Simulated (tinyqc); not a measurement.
Worked calculation: Pariser-Parr-Pople SCF with singles CI, for the molecule C=C(N)O (SMILES; centres numbered as the heavy atoms are written). One step of it, computed by the program tinyqc.

Question. Iteration 2: Fock matrix. F_rr = H_rr + P_rr gamma_rr / 2 + sum_(s != r) P_ss gamma_rs; F_rs = H_rs - P_rs gamma_rs / 2; E = tr P (H + F) / 2 + core repulsion sum_(r<s) z_r z_s gamma_rs.

P after iteration 1, order 1C, 2C, 3N, 4O:
```
[[0.882879, 0.866397, -0.405779, -0.266425],
 [0.866397, 1.328055, 0.314707, 0.206629],
 [-0.405779, 0.314707, 1.852606, -0.096775],
 [-0.266425, 0.206629, -0.096775, 1.936460]]
```

core matrix H (eV), order 1C, 2C, 3N, 4O:
```
[[-40.809048, -2.390000, 0.000000, 0.000000],
 [-2.390000, -52.682673, -2.240000, -2.240000],
 [0.000000, -2.240000, -50.694202, 0.000000],
 [0.000000, -2.240000, 0.000000, -58.626044]]
```

repulsion gamma_rs (eV), order 1C, 2C, 3N, 4O:
```
[[11.130000, 7.554960, 5.466427, 5.580617],
 [7.554960, 11.130000, 8.283102, 8.700754],
 [5.466427, 8.283102, 16.800000, 5.672336],
 [5.580617, 8.700754, 5.672336, 21.500000]]
```

Centres (angstrom, eV; a flat drawing with bonds scaled to 1.40 angstrom):
```
centre          x          y  core charge z          W   gamma_rr
1C      -1.212000  -0.700000              1  11.160000  11.130000
2C       0.000000   0.000000              1  11.160000  11.130000
3N       1.212000  -0.700000              2  25.600000  16.800000
4O       0.000000   1.400000              2  33.000000  21.500000
```

Give: F; pi energy.

Answer.

F (eV), order 1C, 2C, 3N, 4O:
```
[[-4.9286, -5.6628, 1.1091, 0.7434],
 [-5.6628, -6.4279, -3.5434, -3.1389],
 [1.1091, -3.5434, -8.3214, 0.2745],
 [0.7434, -3.1389, 0.2745, -10.8184]]
```

pi energy = -105.6231 eV
